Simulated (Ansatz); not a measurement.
System: bcc Fe. Method: LC-ωPBE (plane waves, PAW; Ansatz, a first-principles code).

Settings: plane-wave cutoff 460 eV, 16×16×16 k mesh, Fermi–Dirac smearing 0.05 eV, spin-polarised with parallel moments, scalar-relativistic PAW data made under PBE.

A third-order Birch–Murnaghan fit to the energies gives V0 = 11.323 Å³/atom, B0 = 231 GPa, B′ = 4.8.

| V (Å³/atom) | P (GPa) |
|---|---|
| 10.860 | ? |
| 11.040 | ? |
| 11.372 | ? |
| 11.606 | -5.39 |
| 11.889 | ? |

Task: Estimate the withheld pressures from this fit; the answers are the runs' own values.

Result: 
- 10.860, P (GPa): 10.67
- 11.040, P (GPa): 6.22
- 11.372, P (GPa): -1.00
- 11.889, P (GPa): -10.05

The formula P = (3/2) B0 (x^(7/3) − x^(5/3)) [1 + (3/4)(B′ − 4)(x^(2/3) − 1)] with x = V0/V meets the computed pressures within 0.03 GPa when these rounded values are put in.

Measured, for comparison: bulk modulus 174 GPa (corrected for temperature and zero-point phonon effects, our sources range from 170 to 175; as tabulated in Levämäki et al. (2014), arXiv:1402.3671); equilibrium volume per atom 11.61 Å³/atom (static lattice: zero-point anharmonic expansion removed; as tabulated in Mejia-Rodriguez and Trickey (2018), arXiv:1807.09216). Computed (rounded) less measured: bulk modulus +33 % (+32 % to +36 % over the range), equilibrium volume per atom -2.5 %.

It cost roughly 120 core-minutes of CPU time.
